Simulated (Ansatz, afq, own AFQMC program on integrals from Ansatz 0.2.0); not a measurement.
## BSiH₂, quartet → BSiH$_{2}$⁺, triplet, worked out

```csv
atom,x (Å),y (Å),z (Å)
Si,0.0000,0.0000,0.6500
B,0.0000,0.0000,-1.3428
H,0.0000,-1.0760,-1.8539
H,0.0000,1.0760,-1.8539
```

Connectivity, by distances: Si–BH2.

Both states at this geometry.

Basis cc-pVDZ. Noble-gas cores (and the filled d shells of Ga–Kr and In–Xe) are frozen. Ansatz 0.2.0 and our own AFQMC program on the same integrals; the CISD trial comes from CCSD amplitudes, and released means the phaseless constraint is let go. Uncertainties: one standard error, sampling alone.

Total energies in eV. CBS is CCSD(T) at the limit of def2-TZVPP/QZVPP (extrapolated itself); the highest rung of each member is named.

Cautions: BSiH₂ (quartet): lower spins were not checked, its ph-AFQMC/CISD value lies 28 ± 9 meV above CCSDT(Q); BSiH₂⁺ (triplet): lower spins were not checked, its ph-AFQMC/CISD value lies 17 ± 7 meV above CCSDT(Q); this needn't be the first ionization.

```csv
member,count,CCSD(T)/cc-pVDZ,highest rung in cc-pVDZ,which,CCSD(T)/CBS
"BSiH₂⁺, triplet",+1,-8559.4000,-8559.4471,CCSDT(Q),-8561.0856
"BSiH₂, quartet",-1,-8567.0359,-8567.0842,CCSDT(Q),-8568.8850
```

Q: Work out the best estimate of the vertical ionization energy: the CCSD(T)/CBS difference plus the step from CCSD(T) to the highest rung.

A: Sums with the counts: CCSD(T)/CBS 7.7994 eV, highest rung 7.6371 eV, CCSD(T)/cc-pVDZ 7.6359 eV. The step is 7.6371 − 7.6359 = 0.0012 eV, so the best estimate is 7.7994 + (0.0012) = 7.8006 eV = 179.9 kcal/mol. The basis set is worth 0.163 eV of it. Zero-point, core-correlation and spin–orbit terms aren't in it. Past Ne the Hartree–Fock part of each CBS total tends to overshoot, since the cores don't follow the formula; that largely cancels in the difference.

Best estimates are given only where the step beyond CCSD(T) is under 0.3 eV and no member's determinant is very poor (T1 over 0.05, or 0.07 for open shells, ⟨S²⟩ too high by 0.3, two states mixed), so the hardest cases are missing from such tables.

CCSDT and higher add their correlation energy to the determinant of the CCSD(T) run, since their own runs factorise the integrals more tightly (a shift of under 2 meV). Each member of a difference takes its own highest rung, so a best estimate needn't equal the limit plus the step of one row.
